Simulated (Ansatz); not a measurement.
Cs2AgBiBr6 (Fm-3m, No. 225), treated with PBE0 in Ansatz (PAW).

Run with plane-wave cutoff 460 eV, 4×4×4 k mesh, Fermi–Dirac smearing 0.01 eV, no spin polarisation, scalar-relativistic PAW data made under PBE.

Cell (relaxed with PBEsol):

```xyz
10
Lattice="0.0000 5.5934 5.5934 5.5934 0.0000 5.5934 5.5934 5.5934 0.0000" Properties=species:S:1:pos:R:3 pbc="T T T"
Cs     8.3902     8.3902     8.3902
Cs     2.7967     2.7967     2.7967
Ag     5.5934     5.5934     5.5934
Bi     0.0000     0.0000     0.0000
Br     2.8410     5.5934     5.5934
Br     8.3459     5.5934     5.5934
Br     5.5934     2.8410     5.5934
Br     5.5934     8.3459     5.5934
Br     5.5934     5.5934     2.8410
Br     5.5934     5.5934     8.3459
```

### Question
What does this level give for the band gap, smallest direct gap on the k points sampled and Γ–Γ gap?

### Answer

- band gap: 2.65 eV (on the SCF k mesh)
- smallest direct gap on the k points sampled: 3.93 eV
- Γ–Γ gap: 4.44 eV

Note: cell and atoms aren't relaxed at this level (largest force component 0.25 eV/Å, pressure 1.3 GPa).

Spin–orbit coupling is not included; with these elements it can move the gap by several tenths of an eV or more.

Computed values are for the static lattice.

Ansatz is a quantum-chemistry and plane-wave program.
